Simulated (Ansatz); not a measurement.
SiMeH3 (CH6Si), relaxed as a singlet with RKS r2SCAN-D4/def2-TZVP in Ansatz, starting from the GFN2-xTB geometry. Force threshold 0.02 eV/Å.

Start:

```xyz
8

Si    0.288    0.636   -0.586
C    -0.311   -0.687    0.632
H    -0.754   -0.237    1.516
H     0.508   -1.320    0.962
H    -1.061   -1.329    0.179
H     0.911   -0.009   -1.744
H     1.268    1.502    0.074
H    -0.850    1.443   -1.033
```

| step | energy (eV) | largest force component (eV/Å) | SCF passes |
| --- | --- | --- | --- |
| 1 | -9011.6315 | 0.983 | 23 |
| 2 | -9011.6519 | 0.323 | 28 |
| 3 | -9011.6543 | 0.020 | 29 |

Force components are those of the run's own axes.

End:

Cartesian coordinates in Å:
```
Si 0.280 0.617 -0.569
C -0.312 -0.688 0.634
H -0.763 -0.228 1.516
H 0.519 -1.315 0.966
H -1.059 -1.334 0.169
H 0.912 -0.013 -1.758
H 1.281 1.507 0.076
H -0.858 1.455 -1.034
```

By distances, no bond broke or formed. The bond that changes most is Si1–C2, from 1.90 to 1.87 Å (atoms count from 1).

No frequencies were taken in this run, so the end may be a saddle point.

It took 4.1 s on 4 threads of Arm Neoverse V1 on a shared host.
